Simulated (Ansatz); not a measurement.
Compare A (`CC1(C)C=N1`) with its isomer B (`C1=NCCC1`).

Computed with Ansatz on PBE0-D4/def2-TZVP structures; ΔE is electronic, products minus reactants. CCSD(T)/CBS is the MP2 limit (def2-TZVPP, def2-QZVPP) plus CCSD(T) − MP2 in def2-TZVPP, frozen cores. Functionals use def2-TZVPP. B3LYP here is the variant with VWN-RPA as its local correlation; programs differ in this.

A:

```xyz
12

C     0.3985   -1.2680   -0.4110
C    -0.1069   -0.0014    0.2226
C    -0.2580    1.1680   -0.7103
C    -0.0360    0.1934    1.6529
N    -1.1812   -0.1587    1.2991
H     1.3995   -1.1232   -0.8288
H     0.4440   -2.0823    0.3130
H    -0.2587   -1.5748   -1.2308
H     0.7065    1.4487   -1.1443
H    -0.6668    2.0369   -0.1932
H    -0.9291    0.9144   -1.5369
H     0.4881    0.4471    2.5679
```

B:

Z-matrix (Å, degrees):
```
C
N 1 1.461
C 1 1.538 2 107.0
H 1 1.092 2 109.7 3 123.2
H 1 1.096 2 107.8 3 -121.1
C 2 1.265 1 108.6 3 11.8
C 3 1.532 1 103.1 2 -18.1
H 3 1.092 1 110.1 2 99.3
H 3 1.090 1 112.9 2 -140.5
H 6 1.089 2 120.5 1 178.2
H 7 1.093 3 114.0 1 138.0
H 7 1.097 3 112.9 1 -100.2
```

(1) Which is lower in electronic energy at CCSD(T)/CBS, and by how much? (Best estimate.)

(2) Give E(B) − E(A) in kJ/mol with PBE0-D4, MP2/def2-TZVPP, ωB97M-V, B3LYP-D4, PBE-D4, HF/def2-TZVPP, CCSD/def2-TZVPP. (Best estimate.)

Largest T1 diagnostic: 0.011.

Results:

(1) The calculation gave: B, by 140.4 kJ/mol.

(2) The calculation gave: PBE0-D4 -146.1, MP2/def2-TZVPP -134.9, ωB97M-V -140.4, B3LYP-D4 -140.8, PBE-D4 -136.6, HF/def2-TZVPP -153.7, CCSD/def2-TZVPP -144.1. None reverses the order clearly.

From PBE to PBE0 (25 % exact exchange), in def2-TZVPP and without D4, E(B) − E(A) moves by −9.8 kJ/mol. In def2-TZVPP, CCSD(T) changes the Hartree–Fock value by +12.6 kJ/mol (the triples alone add +3.0 kJ/mol) and MP2 by +18.8 kJ/mol.
